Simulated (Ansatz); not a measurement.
C6H12, SMILES `C=C(C)C(C)C`. Total charge 0; spin multiplicity 1. All single points use the PBE0-D4/def2-TZVP geometry. It is one conformer, not always the lowest.

```xyz
18

C     2.121   -0.092   -0.384
C     0.795   -0.187   -0.423
C     0.095   -0.846   -1.571
C    -0.054    0.371    0.694
C    -0.858   -0.719    1.398
C    -0.973    1.489    0.207
H     2.628    0.386    0.448
H     2.743   -0.488   -1.179
H    -0.590   -0.154   -2.072
H    -0.506   -1.697   -1.236
H     0.810   -1.207   -2.311
H     0.636    0.803    1.427
H    -1.389   -0.305    2.259
H    -0.210   -1.524    1.752
H    -1.608   -1.155    0.732
H    -0.408    2.275   -0.298
H    -1.726    1.111   -0.490
H    -1.505    1.938    1.049
```

Question: What is the dipole moment at r2SCAN/def2-TZVPP? (An estimate is asked.)

Answer: Computed: 0.56 D, with components (-0.56, -0.01, 0.04) D in this frame, pointing from negative to positive charge.

Question: And with PBE, B3LYP, ωB97M-V? (Estimate.)

Answer: The calculation gave: PBE 0.53 D, B3LYP 0.52 D, ωB97M-V 0.50 D.

Question: Give the Mulliken charges with r2SCAN, ωB97M-V, PBE in def2-TZVPP. (Estimate.)

Answer: Ansatz gave: 
| atom | r2SCAN | ωB97M-V | PBE |
| --- | --- | --- | --- |
| C1 | -0.20 | -0.21 | -0.20 |
| C2 | -0.01 | 0.00 | -0.01 |
| C3 | -0.17 | -0.30 | -0.25 |
| C4 | 0.21 | -0.03 | 0.12 |
| C5 | -0.19 | -0.32 | -0.27 |
| C6 | -0.19 | -0.32 | -0.27 |
| H7 | 0.06 | 0.08 | 0.07 |
| H8 | 0.06 | 0.08 | 0.07 |
| H9 | 0.06 | 0.11 | 0.09 |
| H10 | 0.06 | 0.11 | 0.09 |
| H11 | 0.04 | 0.09 | 0.07 |
| H12 | -0.02 | 0.06 | 0.02 |
| H13 | 0.04 | 0.10 | 0.08 |
| H14 | 0.06 | 0.12 | 0.09 |
| H15 | 0.04 | 0.10 | 0.07 |
| H16 | 0.06 | 0.12 | 0.09 |
| H17 | 0.04 | 0.10 | 0.07 |
| H18 | 0.04 | 0.10 | 0.08 |

B3LYP here is the variant with VWN-RPA as its local correlation; programs differ in this.
